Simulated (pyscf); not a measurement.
Structures and frequencies: ωB97X-D3(BJ)/def2-SVP in PySCF. Correlated levels are frozen-core, on RHF or UHF. ΔMP2 is the change of the MP2 total energy from the triple- to the quadruple-zeta basis.

### Question
Estimate the classical barrier height and the reaction energy of F–InH–Cl → Cl–In [singlet] + HF at CCSD(T)/def2-TZVPP + ΔMP2(QZVPP). The step runs on the singlet surface, breaks F–In, H–In and forms F–H; take the reactant's lowest minimum found as zero.

### Answer
ΔE‡ = 167.0 kJ/mol, ΔE = -29.0 kJ/mol. Zero-point energy shifts the barrier by -4.5 kJ/mol. It is a 1,1-elimination, with an imaginary mode of 1260i cm⁻¹. This is the saddle that the search found; another between the same sides may lie lower. The CCSD(T) − MP2 part came from Ansatz, without density fitting, on the same reference. The frozen core leaves the outer d or s,p core shells of the metals and heavy elements correlated in the MP2 and CC values, and def2-TZVPP describes them poorly, which can shift differences by a few kcal/mol. Elements past Kr carry the def2 core potentials, without spin-orbit coupling.
